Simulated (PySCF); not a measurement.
# Working out the ionisation energy of C

C [He] 2s2 2p2 (3P) → C⁺ [He] 2s2 2p1 (2P). Calculation: PySCF 2.14, in def2-TZVP; the non-relativistic Hamiltonian (point nucleus). Frozen: 1s2. Energies in hartree (1 hartree = 27.21139 eV):

| part | C (lower) | C⁺ (upper) |
| --- | --- | --- |
| UHF | -37.692479 | -37.295541 |
| CCSD correlation | -0.086520 | -0.073893 |
| (T) | -0.002031 | -0.001137 |

**Question.** What does Hartree-Fock give?

**Answer.** (-37.295541) − (-37.692479) = 0.396938 hartree = 10.801 eV.

**Question.** What do CCSD and CCSD(T) give?

**Answer.** The CCSD correlation energies differ by 0.012627 hartree = 0.344 eV and the triples by 0.000894 hartree = 0.024 eV, so CCSD gives 11.145 eV and CCSD(T) 11.169 eV.

Measured between the centres of the two terms (NIST): 11.262 eV, so CCSD(T) (valence) is off by -0.093 eV.

What remains against the reference includes basis incompleteness, the frozen core and higher excitations.
